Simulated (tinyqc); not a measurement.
Worked calculation: CCSD on RHF in the sto-3g basis, frozen core, for H2F+, spin multiplicity 1. One step of it, computed by the program tinyqc.

Task: CCSD: starting amplitudes. t_ij^ab = <ij||ab> / (e_i + e_j - e_a - e_b), whose energy is MP2.

orbital energies (hartree): MO1 -26.533647, MO2 -1.939975, MO3 -1.053963, MO4 -0.974964, MO5 -0.965870, MO6 -0.120586, MO7 0.023530

Two-electron integrals over orbitals (pq|rs), unique and non-zero (hartree); the lowest 1 orbital is frozen and left out:
```
(22|22) 0.861044    (32|32) 0.149398    (33|22) 0.736023    (33|33) 0.698308
(42|22) -0.012032   (42|33) -0.007147   (42|42) 0.164144    (43|32) 0.009457
(43|43) 0.047950    (44|22) 0.815400    (44|33) 0.688258    (44|42) -0.078536
(44|44) 0.861486    (52|52) 0.185206    (53|53) 0.036590    (54|52) -0.028008
(54|54) 0.050886    (55|22) 0.886039    (55|33) 0.725494    (55|42) -0.048837
(55|44) 0.823606    (55|55) 0.997514    (62|22) -0.127698   (62|33) -0.077199
(62|42) -0.048572   (62|44) -0.090267   (62|55) -0.132182   (62|62) 0.064429
(63|32) 0.025194    (63|43) 0.020808    (63|63) 0.074284    (64|22) -0.160744
(64|33) -0.091607   (64|42) 0.008593    (64|44) -0.163849   (64|55) -0.164993
(64|62) 0.057008    (64|64) 0.084769    (65|52) -0.045979   (65|54) -0.011577
(65|65) 0.021603    (66|22) 0.527360    (66|33) 0.519217    (66|42) 0.059533
(66|44) 0.508331    (66|55) 0.509014    (66|62) -0.040155   (66|64) -0.020224
(66|66) 0.518427    (72|32) 0.074464    (72|43) -0.017494   (72|63) -0.021752
(72|72) 0.058936    (73|22) 0.230011    (73|33) 0.168672    (73|42) -0.050479
(73|44) 0.206496    (73|55) 0.245093    (73|62) -0.063407   (73|64) -0.096786
(73|66) 0.010793    (73|73) 0.168268    (74|32) -0.047167   (74|43) 0.004815
(74|63) -0.046931   (74|72) -0.010447   (74|74) 0.046992    (75|53) 0.025843
(75|75) 0.020007    (76|32) -0.083865   (76|43) -0.053716   (76|63) -0.093662
(76|72) 0.001493    (76|74) 0.061523    (76|76) 0.167765    (77|22) 0.586486
(77|33) 0.583500    (77|42) 0.005425    (77|44) 0.564751    (77|55) 0.576230
(77|62) -0.038118   (77|64) -0.032202   (77|66) 0.512854    (77|73) 0.069518
(77|77) 0.549440
```

Give: Starting amplitudes; correlation energy.

Result:

Starting amplitudes (spin orbitals 1a, 1b, ...; amplitudes related by a flip of all spins are not repeated):
```
from      to        t
3a 3b  7a 7b  -0.0781
3a 4b  6b 7a  -0.0501
4a 4b  6a 6b  -0.0496
3a 3b  6a 6b  -0.0398
3a 4a  6a 7a  -0.0258
3a 4b  6a 7b   0.0243
4a 4b  7a 7b  -0.0235
2a 3b  6a 7b   0.0219
2a 4b  6a 6b  -0.0213
2a 2b  6a 6b  -0.0177
2a 2b  7a 7b  -0.0150
2a 3a  6a 7a   0.0144
5a 5b  6a 6b  -0.0128
5a 5b  7a 7b  -0.0101
2a 3b  6b 7a  -0.0075
2a 4b  7a 7b   0.0035
```

correlation energy = -0.045266 hartree
